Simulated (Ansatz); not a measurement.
# AlHO2: the cost of one run

All numbers are computed with Ansatz 0.2.0, driven from Python. Level of theory: B3LYP/def2-SVP.

### Step 1. The structure

Bond lengths: O1–Al2 1.572 Å, Al2–O3 1.628 Å, O3–H4 0.949 Å. Angles: O1–Al2–O3 180.0°, Al2–O3–H4 179.6°.

No structure file is read: the coordinates are typed or built in the script.

### Step 2. The script

Input file alho2_relaxed_scan.py:

```python
import ansatz as az
import numpy as np

GEOMETRY = """
O    -1.60583   -1.40374   -0.65120
Al   -0.47402   -0.41507   -0.19133
O     0.69875    0.60904    0.28510
H     1.38110    1.20977    0.55743
"""

molecule = az.Crystal.molecule()
for line in GEOMETRY.strip().splitlines():
    symbol, *xyz = line.split()
    molecule = molecule.atom(symbol, [float(v) for v in xyz])

job = (
    molecule.calculation()
    .basis(gaussian="def2-SVP")
    .functional("b3lyp")
)
symbols = [site.symbol for site in molecule.cartesian_sites]
pairs = [(0, 1), (1, 2), (2, 3)]
print("held (A)   E (eV)        ", "  ".join(f"{symbols[i]}{i}-{symbols[j]}{j}" for i, j in pairs))
for length in [1.5, 1.63, 1.76, 1.95, 2.2]:
    report = job.relax(constraints=[az.DistanceConstraint((1, 2), at=length)], force_tolerance=0.02, max_steps=60).run(threads=1, pin="off").report
    xyz = np.array(report["positions_ang"])
    print(f"{length:6.2f} {report['free_energy_ev']:14.5f}  ", "  ".join(f"{np.linalg.norm(xyz[i] - xyz[j]):.3f}" for i, j in pairs))
```

### Step 3. Running it

Started as:

```
$ python alho2_relaxed_scan.py
```

Q: Estimate wall time and peak memory on 1 thread of Arm Neoverse V1, shared host.

About 36 s, with a peak of 0.18 GiB.
